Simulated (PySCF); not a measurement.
## Basis set benchmark on one molecule

Molecule: `CC[PH](=O)CC`, C4H11OP.

Molfile (atoms numbered from 1):
```
C4H11OP
     RDKit          3D

 17 16  0  0  0  0  0  0  0  0999 V2000
   -2.1107    0.3765    0.2658 C   0  0  0  0  0  0  0  0  0  0  0  0
   -1.2906   -0.8618    0.5929 C   0  0  0  0  0  0  0  0  0  0  0  0
    0.4530   -0.8184    0.0655 P   0  0  0  0  0  5  0  0  0  0  0  0
    1.2094   -2.0887    0.2971 O   0  0  0  0  0  0  0  0  0  0  0  0
    1.2071    0.6404    0.8580 C   0  0  0  0  0  0  0  0  0  0  0  0
    2.7026    0.7038    0.5779 C   0  0  0  0  0  0  0  0  0  0  0  0
   -1.7502    1.2637    0.8081 H   0  0  0  0  0  0  0  0  0  0  0  0
   -3.1661    0.2319    0.5408 H   0  0  0  0  0  0  0  0  0  0  0  0
   -2.0823    0.6083   -0.8109 H   0  0  0  0  0  0  0  0  0  0  0  0
   -1.2723   -1.0717    1.6757 H   0  0  0  0  0  0  0  0  0  0  0  0
   -1.7076   -1.7644    0.1161 H   0  0  0  0  0  0  0  0  0  0  0  0
    0.3435   -0.4057   -1.3045 H   0  0  0  0  0  0  0  0  0  0  0  0
    0.6832    1.5520    0.5253 H   0  0  0  0  0  0  0  0  0  0  0  0
    1.0176    0.5304    1.9399 H   0  0  0  0  0  0  0  0  0  0  0  0
    2.9055    0.8673   -0.4922 H   0  0  0  0  0  0  0  0  0  0  0  0
    3.1779    1.5224    1.1381 H   0  0  0  0  0  0  0  0  0  0  0  0
    3.1808   -0.2439    0.8649 H   0  0  0  0  0  0  0  0  0  0  0  0
  1  2  1  0
  2  3  1  0
  3  4  2  0
  3  5  1  0
  5  6  1  0
  1  7  1  0
  1  8  1  0
  1  9  1  0
  2 10  1  0
  2 11  1  0
  3 12  1  0
  5 13  1  0
  5 14  1  0
  6 15  1  0
  6 16  1  0
  6 17  1  0
M  END
```

Geometry PBE0-D3(BJ)/def2-SVP throughout; GIAO in PySCF 2.14, gas phase, one conformer, non-relativistic; equivalent atoms averaged; functional PBE0.

Reference values (measured; solution, CHCl3; S. K. Latypov et al., Phys. Chem. Chem. Phys. 2015 (author manuscript)): δ(P3) = 41.0 ppm vs 85 % H3PO4. Computed shifts are taken against H3PO4, calculated as an isolated molecule at each level.

How do the basis sets STO-3G, 6-31G, 6-31G*, def2-SVP, 6-311+G(2d,p), def2-TZVP perform against the reference? Times are CPU seconds on 1 thread of an x86-64 server CPU, shared host.

Answers


```csv
basis set,functions,P3,abs. error P,core-s
STO-3G,45,-100.2,141.2,3
6-31G,80,-34.9,75.9,6.1
6-31G*,110,17.2,23.8,8.3
def2-SVP,143,9.4,31.6,9.7
"6-311+G(2d,p)",236,9.0,32.0,22
def2-TZVP,258,12.8,28.2,25
```

For ³¹P the closest is 6-31G* (23.8 ppm) and the furthest STO-3G (141.2 ppm). Where a smaller basis beats a larger one, errors probably cancel. One molecule is a small sample, and vibrational and solvent effects are absent from the calculation.

A small basis that lands close on one nucleus may do so by chance; judge by the trend and by all nuclei.
